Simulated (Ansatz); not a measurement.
Geometry optimisation, RKS B3LYP-D4/def2-SVP (Ansatz 0.2.0).

Input file:

```yaml
crystal:
  periodic: [false, false, false]
  atoms:
    - { symbol: B, position_ang: [0.011399, 0.088466, 0.162245] }
    - { symbol: Cl, position_ang: [-0.031415, 0.849606, 1.817854] }
    - { symbol: H, position_ang: [1.079574, -0.004814, -0.370435] }
    - { symbol: H, position_ang: [-1.036196, -0.132744, -0.367901] }
    - { symbol: P, position_ang: [0.189337, -2.923343, 0.955756] }
    - { symbol: H, position_ang: [-0.593757, -2.576364, -0.1827] }
    - { symbol: H, position_ang: [1.40112, -2.415628, 0.404291] }
    - { symbol: H, position_ang: [-0.104863, -1.721479, 1.657291] }
basis:
  gaussian: { orbitals: def2-SVP }
hamiltonian:
  xc: b3lyp
  dispersion: d4
relax:
  f_tol: 0.03
  max_steps: 50
```

Run as:

```bash
$ ansatz run input.yaml --threads 1 --pin off --max-ram 2048MiB --backend cpu --events-out ev --progress --plain --runs-dir out
```

Where does it end, and by what steps?

The run converged. The force dipped under the threshold on the way, but the program's further checks kept it going. After 13 steps the energy has fallen by 0.142 eV; H8 moved furthest, 0.55 Å.

```json
{"step": "0", "energy less start (eV)": "0.0000", "largest force component (eV/Å)": "1.016", "accepted": "yes"}
{"step": "1", "energy less start (eV)": "-0.1018", "largest force component (eV/Å)": "0.813", "accepted": "yes"}
{"step": "2", "energy less start (eV)": "-0.1213", "largest force component (eV/Å)": "0.536", "accepted": "yes"}
{"step": "3", "energy less start (eV)": "-0.1296", "largest force component (eV/Å)": "0.421", "accepted": "yes"}
{"step": "4", "energy less start (eV)": "-0.1324", "largest force component (eV/Å)": "0.325", "accepted": "yes"}
{"step": "5", "energy less start (eV)": "-0.1387", "largest force component (eV/Å)": "0.102", "accepted": "yes"}
{"step": "6", "energy less start (eV)": "-0.1399", "largest force component (eV/Å)": "0.084", "accepted": "yes"}
{"step": "7", "energy less start (eV)": "-0.1411", "largest force component (eV/Å)": "0.095", "accepted": "yes"}
{"step": "8", "energy less start (eV)": "-0.1365", "largest force component (eV/Å)": "0.358", "accepted": "no"}
{"step": "9", "energy less start (eV)": "-0.1418", "largest force component (eV/Å)": "0.030", "accepted": "yes"}
{"step": "10", "energy less start (eV)": "-0.1408", "largest force component (eV/Å)": "0.122", "accepted": "no"}
{"step": "11", "energy less start (eV)": "-0.1422", "largest force component (eV/Å)": "0.017", "accepted": "yes"}
{"step": "12", "energy less start (eV)": "-0.1423", "largest force component (eV/Å)": "0.059", "accepted": "yes"}
{"step": "13", "energy less start (eV)": "-0.1424", "largest force component (eV/Å)": "0.029", "accepted": "yes"}
```

```xyz
8
Properties=species:S:1:pos:R:3
B 0.000 0.351 0.084
Cl -0.058 1.009 1.705
H 1.073 0.201 -0.431
H -1.039 0.107 -0.465
P 0.230 -3.197 0.903
H -0.610 -2.587 -0.080
H 1.399 -2.502 0.463
H -0.079 -2.218 1.898
```

Whether the end is a true minimum wasn't checked by a vibrational analysis.

Time of the run: 38 s on 1 thread of Arm Neoverse V2, on a shared host, peak memory 0.13 GiB.
